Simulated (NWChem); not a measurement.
System: C4H6; SMILES CC#CC

Computed with NWChem. Coordinates come from a PBE0/def2-SVP optimisation. Level: PBE/def2-SVP with SMD (1 M gas to 1 M solution), gas-phase geometry.

For solvent dimethyl sulfoxide:

| Property | Result |
|---|---|
| solvation free energy (kcal/mol) | -2.8 |
| cavity-dispersion-structure term (kcal/mol) | 1.0 |

### Question
What are these values for solvent water?

### Answer
- solvation free energy (kcal/mol): -0.5
- cavity-dispersion-structure term (kcal/mol): 3.3
